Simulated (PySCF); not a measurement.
# The first ionisation energy along the second row

Calculated with PySCF 2.14 from differences of total energies of unrestricted determinants, without spin-orbit coupling. Values in eV. The last column holds reference values (NIST; (s) semi-empirical, (t) theoretical, else measured). Unmarked ones compare directly (S terms, centres of terms, or small fine structure); those marked * lie between the lowest fine-structure levels and include a spin-orbit shift.

| element | configurations | UHF | MP2 (valence) | SCS-MP2 (valence) | CCSD (valence) | CCSD(T) (valence) | reference |
| --- | --- | --- | --- | --- | --- | --- | --- |
| Li (Sapporo-DZP-2012, spin-free X2C) | [He] 2s1 → 1s2 | 5.342 | n/a | n/a | n/a | n/a | 5.392 |
| Be (Sapporo-DZP-2012, spin-free X2C) | [He] 2s2 → [He] 2s1 | 8.041 | 8.661 | 8.785 | 9.252 | 9.252 | 9.323 |
| B (Sapporo-DZP-2012, spin-free X2C) | [He] 2s2 2p1 → [He] 2s2 | 8.021 | 8.158 | 8.120 | 8.073 | 8.097 | 8.297 |
| C (Sapporo-DZP-2012, spin-free X2C) | [He] 2s2 2p2 → [He] 2s2 2p1 | 10.784 | 11.122 | 11.008 | 11.017 | 11.027 | 11.262 |
| N (Sapporo-DZP-2012, spin-free X2C) | [He] 2s2 2p3 → [He] 2s2 2p2 | 13.869 | 14.408 | 14.181 | 14.248 | 14.247 | 14.545 |
| O (Sapporo-DZP-2012, spin-free X2C) | [He] 2s2 2p4 → [He] 2s2 2p3 | 11.961 | 12.904 | 12.919 | 12.892 | 12.900 | 13.608 |
| F (Sapporo-DZP-2012, spin-free X2C) | [He] 2s2 2p5 → [He] 2s2 2p4 | 15.622 | 16.869 | 16.815 | 16.764 | 16.767 | 17.427 |
| Ne (Sapporo-DZP-2012, spin-free X2C) | [Ne] → [He] 2s2 2p5 | 19.634 | 21.176 | 21.028 | 20.955 | 20.955 | 21.597 |

**Question.** Which of these methods has the smallest mean absolute error against the measured values here?

**Answer.** MP2 (valence), with 0.394 eV.

```json
{"method": "UHF", "elements": "8", "mean error (eV)": "-1.022", "mean absolute error (eV)": "1.022", "largest error (eV)": "-1.963"}
{"method": "MP2 (valence)", "elements": "7", "mean error (eV)": "-0.394", "mean absolute error (eV)": "0.394", "largest error (eV)": "-0.705"}
{"method": "SCS-MP2 (valence)", "elements": "7", "mean error (eV)": "-0.457", "mean absolute error (eV)": "0.457", "largest error (eV)": "-0.689"}
{"method": "CCSD (valence)", "elements": "7", "mean error (eV)": "-0.408", "mean absolute error (eV)": "0.408", "largest error (eV)": "-0.717"}
{"method": "CCSD(T) (valence)", "elements": "7", "mean error (eV)": "-0.402", "mean absolute error (eV)": "0.402", "largest error (eV)": "-0.708"}
```

Errors include the incompleteness of the basis and the frozen core.

"Valence" correlates the outer s and p shells and, in groups 3 to 12 and the f block, the outer d or f shell, open or full, or the next shell where the ion has no valence electron left; the wider scheme adds the next inner shell.
